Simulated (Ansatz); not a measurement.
Two shapes of singlet C2H3N.

Shape 1:

```xyz
6

C    -0.0054   -0.0155   -1.2220
C     0.0196    0.0424    0.2962
N     0.0197   -0.0454    1.4422
H    -0.0057   -1.0570   -1.5982
H    -0.8824    0.4746   -1.5293
H     0.8824    0.4850   -1.5936
```

Shape 2:

```xyz
6

C     0.0031   -0.0087   -1.1786
C     0.0016   -0.0069    0.2712
N     0.0021   -0.0079    1.4294
H    -0.0037   -1.0334   -1.5647
H    -0.8892    0.5132   -1.5645
H     0.8992    0.5237   -1.5547
```

Basis set: cc-pVDZ (spherical functions). Frozen core: 3 orbitals. Charge 0, multiplicity 1.

Computed with Ansatz (development build ahead of 0.2.0); each method stands on the lowest determinant of its kind that the runs found.

(1) Which shape is lower in energy, and by how much in each method?

Results:

(1)

| method | E(2) − E(1) (eV) |
| --- | --- |
| RHF | -0.076 |
| RHF-MP2 | -0.143 |

Shape 2 is lower.
